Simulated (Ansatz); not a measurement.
Ideal-gas functions of CH₅BN, SMILES `B[N]C` radical at 500 K and 1 bar, from an Ansatz frequency run at PBE0-D4/def2-TZVP.

Molar mass 41.87 g/mol, point group Cs (symmetry number 1), electronic degeneracy 2, moments of inertia 5.675, 59.798, 62.256 u Å². Harmonic wavenumbers (cm⁻¹, unscaled): 136, 137, 176, 758, 906, 910, 1071, 1123, 1136, 1409, 1442, 1488, 1617, 2481, 2560, 2973, 3046, 3080.

Use S(trans) = R[1.5 ln M + 2.5 ln T − 1.1517]; rotational temperatures θ = 24.2544 K / I; S(rot) = R[ln(√π/σ · √(T³/θAθBθC)) + 1.5]; for each mode x = 1.438777 ν̃/T, S = R[x/(eˣ − 1) − ln(1 − e⁻ˣ)] and H = RT x/(eˣ − 1); 1 cm⁻¹ = 0.0119627 kJ/mol; R = 8.31446 J/(mol·K).

Question: By hand: the entropy, in J/(mol·K).

Answer: Translation 166.2. Rotation: θ = 4.2739, 0.4056, 0.3896 K, giving 96.4. Vibration, mode by mode: 16.17, 16.11, 14.06, 3.30, 2.36, 2.34, 1.62, 1.44, 1.40, 0.74, 0.69, 0.61, 0.45, 0.05, 0.04, 0.02, 0.01, 0.01, in all 61.4. Electronic 5.8. Sum 329.8 J/(mol·K).

Question: By hand: H − E and G − E in kJ/mol, counted from the electronic energy.

Answer: Zero-point energy ½ × 26449 × 0.0119627 = 158.2; thermal vibration 15.6; translation, rotation and pV give 4 RT = 16.6. H − E = 190.4 kJ/mol, and G − E = 190.4 − 500 × 329.8/1000 = 25.5 kJ/mol.

Vibration gives 19 % of the entropy, 32.3 J/(mol·K) of it from the modes under 150 cm⁻¹: soft modes count most, and the harmonic formula is weakest for them.
